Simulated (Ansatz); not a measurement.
## Phonon frequency of some cubic solids

Method: r²SCAN0 in Ansatz (PAW). References are measured values at room or unstated temperature, uncorrected unless marked, so that the deviations hold thermal and zero-point effects besides the level's error. The table is a random draw of 10 from 21 values with such references.

Values in cm⁻¹.

```tsv
solid	reference	r²SCAN0	deviation (%)
zinc-blende GaAs (X LA)	225	231	+2.7
zinc-blende GaAs (L LO)	242	245	+1.2
zinc-blende GaAs (L LA)	207	217	+4.8
zinc-blende InP (L TO)	317	316	-0.3
zinc-blende GaAs (X LO)	240	246	+2.5
zinc-blende GaAs (X TO)	257	259	+0.8
diamond-structure Si (X TA)	150	162	+8.0
zinc-blende InP (L TA)	55	58	+5.5
zinc-blende InP (X TA)	68	74	+8.8
diamond-structure Si (L LO)	420	428	+1.9
```

Over these 10 values the mean deviation is +3.6 %, the mean absolute deviation 3.7 % (median 2.6 %), and the worst case zinc-blende InP (X TA) at +8.8 %; the value is too high in 9 of 10 cases. Over all 21, from unrounded values, the mean deviation is +3.2 % and the mean absolute deviation 3.6 % (median 2.9 %).

Spin–orbit coupling is left out, also for the solids with elements from indium on (zinc-blende InP); its size isn't shown.

Differences are worked out from the printed values.

Each level is taken at its own relaxed cell. Ansatz's density-functional and Hartree–Fock values are scalar-relativistic unless marked +SOC, with PAW data made under PBE.

Not in this set, of the solids of all kinds but layered and molecular ones with a reference value in our tables and a result at some level: 77 for no value at r²SCAN0 (not run, a failed fit, an unstable or unbound cell, or a value held back for tests); 16 for a reference of another kind, counted apart. These can be a level's best or worst cases. At least 16 more with a reference value are held back for tests. Solids without a released value at any level aren't counted. The metals Ce to Yb are counted apart.

References as tabulated in Giannozzi et al., Phys. Rev. B (1991); Ioffe Institute, NSM Archive: InP, mechanic properties page; Yang et al. (2021), arXiv:2106.07201.

Ansatz is an electronic-structure program.
